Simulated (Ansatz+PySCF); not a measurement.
Two shapes of singlet C₄H₈.

Shape 1:

```xyz
12

C     0.0000    0.0000   -1.4592
C     0.0000    0.0000   -0.1210
C     0.0000    1.2706    0.6772
C     0.0000   -1.2706    0.6772
H     0.0000   -0.9333   -2.0296
H     0.0000    0.9333   -2.0296
H     0.0000    2.1616    0.0339
H    -0.8834    1.3209    1.3367
H     0.8834    1.3209    1.3367
H     0.0000   -2.1616    0.0339
H     0.8834   -1.3209    1.3367
H    -0.8834   -1.3209    1.3367
```

Shape 2:

```xyz
12

C     0.0000    0.0000   -1.5759
C     0.0000    0.0000   -0.1306
C     0.0000    1.3722    0.7313
C     0.0000   -1.3722    0.7313
H     0.0000   -1.0080   -2.1919
H     0.0000    1.0080   -2.1919
H     0.0000    2.3346    0.0366
H    -0.9541    1.4266    1.4436
H     0.9541    1.4266    1.4436
H     0.0000   -2.3346    0.0366
H     0.9541   -1.4266    1.4436
H    -0.9541   -1.4266    1.4436
```

Basis set: def2-SVP (spherical functions). Correlated methods keep 4 orbitals frozen. Charge 0, multiplicity 1.

Computed with Ansatz (development build ahead of 0.2.0); each method stands on the lowest determinant of its kind that the runs found.

Question: Which shape is lower in energy, and by how much in each method?

Answer:

```json
{"method": "RHF", "E(2) − E(1) (eV)": "2.018"}
{"method": "UHF", "E(2) − E(1) (eV)": "1.902"}
{"method": "RHF-MP2", "E(2) − E(1) (eV)": "1.613"}
{"method": "UHF-MP2", "E(2) − E(1) (eV)": "2.134"}
```

Shape 1 is lower. Caution for UHF, UHF-MP2: the unrestricted determinant is spin contaminated. Caution for UHF-MP2: a plain start can end on a higher determinant; another reference gives a lower total.
